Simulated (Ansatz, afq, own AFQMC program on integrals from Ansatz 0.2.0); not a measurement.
**LiNa⁻, doublet: AFQMC among the cluster methods**

```yaml
atoms:
  - { symbol: Li, position_ang: [0.0000, 0.0000, 0.0000] }
  - { symbol: Na, position_ang: [0.0000, 0.0000, 3.3180] }
```

Basis aug-cc-pVDZ. Only valence electrons are correlated. Integrals, coupled cluster, full CI and functionals: Ansatz 0.2.0; the random walks run on the same integrals in our own AFQMC program. The CISD trial takes its coefficients from CCSD amplitudes. Released means that phaseless walkers are propagated on without the constraint, phases kept. Uncertainties: one standard error, sampling alone.

Determinant: UHF, the one that the program's search chose, which needn't be the lowest solution. The geometry is a PBE0/def2-TZVPD stationary point of this or a neighbouring charge and spin state.

Full CI on the same integrals is exact in this basis and with this determinant's frozen core.

Cautions: strong correlation (T1 0.139, weight of the determinant 0.77, largest double 0.11); unrestricted determinant spin contaminated (⟨S²⟩ 1.24 against 0.75).

The T1 diagnostic is 0.1390 and the weight of the determinant in the CISD state is 0.768. The ⟨S²⟩ of the determinant is 1.236. The size of the correlated space is 3 electrons in 44 orbitals.

Reference: full CI, correlation energy -0.772 eV. The released energy is read at 2.40 1/Eh (meV from the phaseless value at times in 1/Eh: 0 ± 6 at 0.24, 1 ± 5 at 0.51, -2 ± 6 at 0.99, -4 ± 6 at 1.62, 1 ± 5 at 2.40). The cautions show a poor starting determinant, so the rows tell how each method copes with it here, and full CI is the sure value.

```json
{"level": "HF", "E − E(reference) (kJ/mol)": "74.4", "share of correlation (%)": "0.00"}
{"level": "MP2", "E − E(reference) (kJ/mol)": "44.2", "share of correlation (%)": "40.64"}
{"level": "CCSD", "E − E(reference) (kJ/mol)": "3.5", "share of correlation (%)": "95.30"}
{"level": "CCSD(T)", "E − E(reference) (kJ/mol)": "1.7", "share of correlation (%)": "97.76"}
{"level": "ph-AFQMC/CISD", "E − E(reference) (kJ/mol)": "0.7 ± 0.5", "share of correlation (%)": "99.12"}
{"level": "released AFQMC", "E − E(reference) (kJ/mol)": "0.8 ± 0.5", "share of correlation (%)": "98.95"}
```

A walk keeps the symmetry of its determinant, which the program's search chose and which needn't be the lowest solution, so a lower state of the same spin and another symmetry isn't excluded. Released energies are given only where the last usable release times agree within the noise; a slower fall can still hide under it.
